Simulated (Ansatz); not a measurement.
**NH4O (doublet): the correlation ladder at distance N1–H4 along a hydrogen transfer = 1.057 Å, cc-pVDZ**

An exercise on one series of results from a longer session: the logs are not shown, and one member is left open.

Computed with Ansatz 0.2.0, Gaussian basis. Level: cc-pVDZ, core rule «outside noble gas», up to 2 orbitals frozen.

Plan: UHF; CCSD(T) on ROHF; CCSD(T) on UHF; BCCD(T) on ROHF; CISD; CCSDT(Q) on ROHF; CCSDT(Q) on UHF; CASSCF and MRCISD+Q, 3 electrons in 3 orbitals; CASSCF and NEVPT2, 3 electrons in 3 orbitals.

## The geometry

The geometry derives from fragments relaxed apart (PBE0/def2-TZVP) and kept rigid, so it is no stationary point. A hydrogen atom is moved between rigid fragments.

6 atoms, charge 0, spin multiplicity 2.

Atoms are counted from 1 here; the program's logs count them from 0.

Bond lengths: N1–H2 1.012 Å, N1–H3 1.012 Å, N1–H4 1.057 Å, H4–O5 1.260 Å, O5–H6 0.973 Å. Angles: H2–N1–H3 107.1°, H2–N1–H4 107.1°, H3–N1–H4 107.1°, N1–H4–O5 180.0°, H4–O5–H6 105.0°.

The first run:

The input, in.yaml:

```yaml
crystal:
  periodic: [false, false, false]
  atoms:
    - {symbol: N, position_ang: [-1.178863, 0.011087, -0.026067]}
    - {symbol: H, position_ang: [-1.476143, 0.978921, -0.026067]}
    - {symbol: H, position_ang: [-1.476142, -0.391211, 0.854193]}
    - {symbol: H, position_ang: [-0.121863, 0.011087, -0.026067]}
    - {symbol: O, position_ang: [1.138137, 0.011087, -0.026067]}
    - {symbol: H, position_ang: [1.389996, -0.928863, -0.026067]}
basis:
  gaussian: {orbitals: cc-pVDZ}
magnetization: {spin_polarized: true, initial_magnetization: 1}
hamiltonian: {xc: hf}
output: {orbitals: {seedname: orbitals}}
```

Run with:

```console
ansatz run in.yaml --threads 1 --pin off --events-out ev --progress --plain --max-ram 4096MiB --backend cpu
```

Steps of the session up to this table: UHF; CCSD(T) on ROHF; CCSD(T) on UHF; BCCD(T) on ROHF; CISD; CCSDT(Q) on ROHF; CCSDT(Q) on UHF; CASSCF and MRCISD+Q, 3 electrons in 3 orbitals; CASSCF and NEVPT2, 3 electrons in 3 orbitals.

One table of the session follows, with a row left open; its other results are not shown here.

| method | from UCCSDT(Q) (meV) |
| --- | --- |
| ROHF | +10984.2 |
| UHF | +10764.3 |
| RMP2 | +1122.6 |
| UMP2 | +1105.5 |
| CISD | +1223.9 |
| RCCSD | +265.5 |
| UCCSD | +259.2 |
| RCCSD(T) | +44.7 |
| UCCSD(T) | +42.8 |
| BCCD(T) | +41.1 |
| RCCSDT | +23.6 |
| UCCSDT | +22.9 |
| RCCSDT(Q) | ? |
| UCCSDT(Q) | 0 |
| CASSCF pair | +10388.1 |
| NEVPT2 pair | +1056.5 |
| MRCISD pair | +1088.6 |
| MRCISD+Q pair | +215.3 |

**Question.** Estimate the row for RCCSDT(Q).

The run gave: from UCCSDT(Q) (meV): +1.2. In the column «from UCCSDT(Q) (meV)» it lies between UCCSDT(Q) (0) and UCCSDT (+22.9).

Caveats from the session: Restricted and unrestricted rows rest on different reference determinants; where their highest levels disagree by more than a few hundredths of an eV, they describe different states and don't form one ladder.
